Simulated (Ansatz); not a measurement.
**C4H11P (tert-butylphosphine) at HF/6-31G(d) (spherical functions)**

Aim: the energy change on altering one bond length of C4H11P (tert-butylphosphine) at HF/6-31G* (spherical functions), from 2 runs. 

Program for the calculation: Ansatz 0.2.0.

54 further runs of the same task are left out: 54 set aside as unsound or not needed.

### 1 The system as given

The species is C4H11P (16 atoms), meant as a singlet with charge 0. SMILES: `CC(C)(C)P`. Geometry: relaxed at PBE0-D4/def2-TZVP. This is one conformer, not always the lowest.

Bond lengths: C1–C2 1.523 Å, C2–C3 1.527 Å, C2–C4 1.527 Å, C2–P5 1.872 Å, C1–H6 1.092 Å, C1–H7 1.096 Å, C1–H8 1.092 Å, C3–H9 1.093 Å, C3–H10 1.093 Å, C3–H11 1.095 Å, C4–H12 1.093 Å, C4–H13 1.093 Å, C4–H14 1.095 Å, P5–H15 1.422 Å, P5–H16 1.422 Å. Some angles: C1–C2–C3 110.1°, C1–C2–C4 110.0°, C1–C2–P5 112.6°, C3–C2–C4 109.8°, C3–C2–P5 107.1°, C4–C2–P5 107.1°, C2–C1–H6 111.4°, C2–C1–H7 110.3°, C2–C1–H8 111.4°, C2–C3–H9 111.6°.

### 2 A single-point energy at HF/6-31G(d) (spherical functions)

The input, molecule.yaml:

```yaml
crystal:
  periodic: [false, false, false]
  atoms:
    - {symbol: C, position_ang: [-0.741780, 0.582300, -1.051100]}
    - {symbol: C, position_ang: [0.035910, -0.030370, 0.105610]}
    - {symbol: C, position_ang: [1.479480, 0.466250, 0.087120]}
    - {symbol: C, position_ang: [0.012170, -1.553500, 0.003740]}
    - {symbol: P, position_ang: [-0.680560, 0.421300, 1.774860]}
    - {symbol: H, position_ang: [-0.742250, 1.673450, -0.997130]}
    - {symbol: H, position_ang: [-0.290390, 0.293200, -2.007510]}
    - {symbol: H, position_ang: [-1.780850, 0.244920, -1.055490]}
    - {symbol: H, position_ang: [2.060940, 0.041070, 0.909040]}
    - {symbol: H, position_ang: [1.529020, 1.555730, 0.165270]}
    - {symbol: H, position_ang: [1.962690, 0.177600, -0.852030]}
    - {symbol: H, position_ang: [-1.010560, -1.939840, 0.019660]}
    - {symbol: H, position_ang: [0.562950, -2.019500, 0.824670]}
    - {symbol: H, position_ang: [0.474130, -1.873090, -0.936090]}
    - {symbol: H, position_ang: [-0.829160, 1.815640, 1.538880]}
    - {symbol: H, position_ang: [-2.041750, 0.144830, 1.470480]}
basis:
  gaussian:
    orbitals: 6-31G_st_-spherical.json
hamiltonian:
  xc: hf
output: {orbitals: {seedname: orbitals}}
accuracy: high
```

The basis set 6-31G* is read from a file made from the Basis Set Exchange's data (not shown).

Command:

```console
ansatz run molecule.yaml --threads 1 --pin off --max-ram 3480MiB --events-out events.jsonl --progress --plain --runs-dir runs
```

The program printed:

```text
Warning: RAYON_NUM_THREADS=1 ignored (pool sized by the plan → 1); use --threads N
Functional definition: HF
  name "HF"
  exchange = exact_x
  correlation = 0
2474 factors; integrals over basis functions are off by at most 4.0e-9 eV
mean field evaluation 1: about -13564.2443 eV, gradient 2.9e1 eV
mean field evaluation 2: about -13564.3695 eV, gradient 2.9e1 eV
mean field evaluation 4: about -13567.0942 eV, gradient 3.5e0 eV
mean field evaluation 8: about -13567.1341 eV, gradient 1.7e-1 eV
mean field -13567.13422281 eV, -498.5829865545 hartree, gradient 3.8e-8 eV, S^2 0.000000; 0 other end points of the search recorded, 0 dependent functions left out
reference -13567.13422281 eV, -498.5829865545 hartree; 25, 25 occupied and 71, 71 virtual orbitals, 2474 factors
Total energy: -13567.13422281 eV, -498.5829865545 hartree
```

Run time: 4.8 s. Hardware: 1 thread of Arm Neoverse V1, shared host; peak memory 0.32 GiB.

### 3 The distorted shape

The input, run.yaml:

```yaml
crystal:
  periodic: [false, false, false]
  atoms:
    - {symbol: C, position_ang: [0.089511, 0.852216, -1.047588]}
    - {symbol: C, position_ang: [0.867201, 0.239546, 0.109122]}
    - {symbol: C, position_ang: [2.310771, 0.736166, 0.090632]}
    - {symbol: C, position_ang: [0.843461, -1.283584, 0.007252]}
    - {symbol: P, position_ang: [0.150731, 0.691216, 1.778372]}
    - {symbol: H, position_ang: [0.089041, 1.943366, -0.993618]}
    - {symbol: H, position_ang: [0.540901, 0.563116, -2.003998]}
    - {symbol: H, position_ang: [-1.780850, 0.244920, -1.055490]}
    - {symbol: H, position_ang: [2.892231, 0.310986, 0.912552]}
    - {symbol: H, position_ang: [2.360311, 1.825646, 0.168782]}
    - {symbol: H, position_ang: [2.793981, 0.447516, -0.848518]}
    - {symbol: H, position_ang: [-0.179269, -1.669924, 0.023172]}
    - {symbol: H, position_ang: [1.394241, -1.749584, 0.828182]}
    - {symbol: H, position_ang: [1.305421, -1.603174, -0.932578]}
    - {symbol: H, position_ang: [0.002131, 2.085556, 1.542392]}
    - {symbol: H, position_ang: [-1.210459, 0.414746, 1.473992]}
basis:
  gaussian:
    orbitals: 6-31G_st_-spherical.json
output: {orbitals: {seedname: orbitals}}
accuracy: high
hamiltonian:
  xc: hf
```

The basis set 6-31G* is read from a file made from the Basis Set Exchange's data (not shown).

Command:

```console
ansatz run run.yaml --threads 1 --pin off --max-ram 3480MiB --events-out events.jsonl --progress --plain --runs-dir runs
```

The program printed:

```text
Warning: RAYON_NUM_THREADS=1 ignored (pool sized by the plan → 1); use --threads N
[... 4 set-up lines as earlier in the session ...]
2480 factors; integrals over basis functions are off by at most 4.0e-9 eV
mean field evaluation 1: about -13560.2136 eV, gradient 2.8e1 eV
mean field evaluation 2: about -13560.3419 eV, gradient 2.8e1 eV
mean field evaluation 4: about -13563.1676 eV, gradient 4.3e0 eV
mean field evaluation 8: about -13563.2355 eV, gradient 3.8e-4 eV
mean field -13563.23553961 eV, -498.4397125895 hartree, gradient 1.8e-8 eV, S^2 0.000000; 0 other end points of the search recorded, 0 dependent functions left out
reference -13563.23553961 eV, -498.4397125895 hartree; 25, 25 occupied and 71, 71 virtual orbitals, 2480 factors
Total energy: -13563.23553961 eV, -498.4397125895 hartree
```

Wall time 4.8 s (1 thread of Arm Neoverse V1, shared host); peak memory 0.33 GiB.

### 4 What came out

At HF/6-31G* (spherical functions):

```
                                                         quantity          value
                                        first shape: total energy  -498.58299 Eh
                                         first shape: HOMO energy       -9.64 eV
                                         first shape: LUMO energy        4.52 eV
                                       first shape: HOMO–LUMO gap       14.16 eV
                                    distorted shape: total energy  -498.43971 Eh
                                     distorted shape: HOMO energy       -9.55 eV
                                     distorted shape: LUMO energy        2.51 eV
                                   distorted shape: HOMO–LUMO gap       12.06 eV
energy change with the C1–H8 bond stretched from 1.092 to 1.966 Å       3.899 eV
```

In words: With the C1–H8 bond stretched from 1.092 to 1.966 Å the energy rises by 3.90 eV (90 kcal/mol). The first shape isn't relaxed at this level, so the change isn't measured from a minimum. A restricted reference can't describe the breaking bond well at this length.
